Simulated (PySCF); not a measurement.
# CH8BP: the cost of one run

The runs use PySCF 2.14.0, with density-fitted response routines of our own; the level of theory stands in each step. All values are computed, except where a source is named. Atoms count from 0, in the outputs and in this text.

## (1) Starting geometry

11 atoms, charge 0, multiplicity 1; geometry from: PBE0-D3(BJ)/def2-SVP.

Bonds of the start (Å): C0–B1 1.61, B1–P2 1.95, C0–H3 1.10, C0–H4 1.10, C0–H5 1.10, B1–H6 1.23, B1–H7 1.23, P2–H8 1.42, P2–H9 1.42, P2–H10 1.42.

## (2) J couplings: B3LYP/cc-pVTZ

The job: settings as JSON, then the geometry in Å.

```
{"job": {"kind": "j", "xc": "B3LYP", "basis": "cc-pVTZ"}, "charge": 0, "multiplicity": 1}
C     -1.408392     0.623616     0.027205
B     -0.402748    -0.596554     0.348054
P      1.408690    -0.147138    -0.212407
H     -2.417174     0.335448     0.366562
H     -1.158484     1.559488     0.554990
H     -1.496480     0.858067    -1.047034
H     -0.206926    -0.840340     1.535335
H     -0.577867    -1.627403    -0.295317
H      1.654520     0.142754    -1.579587
H      2.053617     0.972065     0.374926
H      2.396059    -1.137951     0.006026
```

With the program's defaults for keys left out, this is: B3LYP/cc-pVTZ indirect spin-spin coupling, non-relativistic, gas phase.

The run is started by

```console
$ OMP_NUM_THREADS=1 python probes_run.py task.json out
```

The driver reads the jobs from task.json and runs them one after another.

**Question.** How long does this first job take on 1 thread of Arm Neoverse V2, shared host, and how much memory does it need?

About 15 s, with a peak of 0.78 GiB.
